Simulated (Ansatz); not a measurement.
Basis sets compared for Al(NH2Me)H3 (CH8AlN). The state is a singlet with charge 0. Geometry r2SCAN-D4/def2-TZVP. Ansatz on 4 threads of Arm Neoverse V2 on a shared host; times are rough, and most runs start from earlier orbitals.

Cartesian coordinates in Å:
```
Al 0.0198 0.5312 1.5247
N 0.1635 -0.6774 -0.1173
C -0.1467 0.0110 -1.3913
H -0.4618 -1.4697 0.0122
H 1.1045 -1.0632 -0.1496
H -0.0620 -0.6569 -2.2510
H -1.1598 0.4061 -1.3299
H 0.5412 0.8476 -1.5054
H -1.5226 0.9540 1.4052
H 1.1126 1.6375 1.1320
H 0.4113 -0.5202 2.6703
```

B3LYP takes the VWN-RPA correlation.

Binding counts from free atoms (Al doublet, N quartet, C triplet, H doublet) in the same basis, without a counterpoise term.

```csv
level,functions,energy (Eh),HOMO (eV),LUMO (eV),binding per atom (eV),wall time
HF/STO-3G,27,-334.8038,-7.61,13.71,3.20,0.1 s
HF/6-31G,47,-338.8114,-10.37,3.14,2.25,0.15 s
PBE-D4/def2-SVP,86,-339.6747,-6.03,-0.52,3.28,0.55 s
PBE-D4/def2-TZVP,147,-339.8715,-6.12,-0.91,3.26,0.8 s
r2SCAN-D4/def2-TZVP,147,-340.0563,-6.42,-0.31,3.25,1.6 s
B3LYP-D4/6-31G,47,-340.0777,-7.13,0.09,3.17,0.45 s
B3LYP-D4/def2-TZVP,147,-340.1907,-7.19,-0.41,3.27,1 s
PBE0-D4/def2-SVP,86,-339.7216,-7.31,0.35,3.25,0.55 s
PBE0-D4/def2-TZVP (with forces),147,-339.9135,-7.37,-0.09,3.23,1.2 s
```

(1) Estimate the rows for PBE-D4/def2-TZVPD, r2SCAN-D4/def2-TZVPD, PBE0-D4/def2-TZVPD.

Answers

(1) 
```tsv
level	functions	energy (Eh)	HOMO (eV)	LUMO (eV)	binding per atom (eV)	wall time
PBE-D4/def2-TZVPD	189	-339.8723	-6.14	-1.22	3.26	1.2 s
r2SCAN-D4/def2-TZVPD	189	-340.0570	-6.43	-0.55	3.25	2.3 s
PBE0-D4/def2-TZVPD	189	-339.9142	-7.38	-0.50	3.23	1.3 s
```
